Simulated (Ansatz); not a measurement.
hcp Y was calculated with PBE (plane waves, PAW; Ansatz, a program for electronic structure).

Run with plane-wave cutoff 520 eV, 18×18×10 k mesh (along the axes of the cell as run), Fermi–Dirac smearing 0.05 eV, scalar-relativistic PAW data made under PBE.

Starting structure:

```yaml
crystal:
  lattice:
    - [3.65000, 0.00000, 0.00000]
    - [-1.82500, 3.16099, 0.00000]
    - [0.00000, 0.00000, 5.73000]
  atoms:
    - { symbol: Y, position: [0.66667, 0.33333, 0.75000] }
    - { symbol: Y, position: [0.33333, 0.66667, 0.25000] }
```

Problem. Into what structure does the relaxation of cell and atoms lead at this level, with the symmetry of the start kept?

Solution. The volume decreases by 0.5 %; final space group P6_3/mmc.
```yaml
crystal:
  lattice:
    - [3.65580, 0.00000, 0.00000]
    - [-1.82790, 3.16601, 0.00000]
    - [0.00000, 0.00000, 5.68125]
  atoms:
    - { symbol: Y, position: [0.66667, 0.33333, 0.75000] }
    - { symbol: Y, position: [0.33333, 0.66667, 0.25000] }
```
